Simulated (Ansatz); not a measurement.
Results of r²SCAN in Ansatz (plane waves, PAW) for fcc Rh.

Settings: plane-wave cutoff 560 eV, 24×24×24 k mesh, Fermi–Dirac smearing 0.05 eV, no spin polarisation, scalar-relativistic PAW data made under PBE.

Cell (relaxed at this level):

```
CELL_PARAMETERS angstrom
      0.00000     1.89999     1.89999
      1.89999     0.00000     1.89999
      1.89999     1.89999     0.00000
ATOMIC_POSITIONS crystal
  Rh 0.00000 0.00000 0.00000
```

Problem. Give the computed bulk modulus B0 and pressure derivative B′ of the bulk modulus.

Solution. 
- bulk modulus B0 = 282 GPa
- pressure derivative B′ of the bulk modulus = 5.2

The run finds no gap.

Measured, for comparison: bulk modulus 271 GPa (corrected for temperature and zero-point phonon effects, our sources range from 271 to 289; as tabulated in Levämäki et al. (2014), arXiv:1402.3671). Computed (rounded) less measured: bulk modulus +4 % (inside the range of the sources held).

Static lattice: no zero-point or thermal effects.

Ansatz is a first-principles code.
